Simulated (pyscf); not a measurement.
Optimised with ωB97X-D3(BJ)/def2-SVP in PySCF.

Q: Estimate by transition-state theory (the high-pressure limit) the rate constant of O=Nb(F)(F)–F + HF -> HO–Nb(F)(F)(F)–F (singlet surface; F–H broken, H–O, F–Nb formed) at 298 K, with ωB97M-D3(BJ)/def2-TZVP energies (ideal gas, 1 atm, RRHO with modes under 100 cm⁻¹ raised to 100, one conformer, R ln 2 for chiral ones without a mode under 150 cm⁻¹; no tunnelling).

A: The electronic barrier is 3.6 kcal/mol and the thermal terms add +8.4, so ΔG‡ = 12.1 kcal/mol. With k_BT/h = 6.21e+12 s⁻¹ and RT = 0.592 kcal/mol, and a volume of 4.06e-20 cm³ per molecule at 1 atm, k = 3.5e-16 cm³ molecule⁻¹ s⁻¹. The product is born with the 25 kcal/mol of the reverse barrier and needs collisions to keep. Wigner's tunnelling factor for 1251i cm⁻¹ would be 2.52, likely too low at so high a frequency. A shift of 1 kcal/mol in the barrier changes k by a factor 5.4. On the reactant side the descent ends in an adduct with a F–Nb contact, 8.6 kcal/mol under the separated species and 11.3 kcal/mol under the saddle at ωB97X-D3(BJ)/def2-TZVP. What is counted as formed (F–Nb) is already present as a longer contact in the reactant adduct; forming that adduct is a step of its own. At the saddle there is also a short H–Nb contact that neither side keeps. This is the saddle that the search found; another between the same sides may lie lower. Elements past Kr carry the def2 core potentials, without spin-orbit coupling.
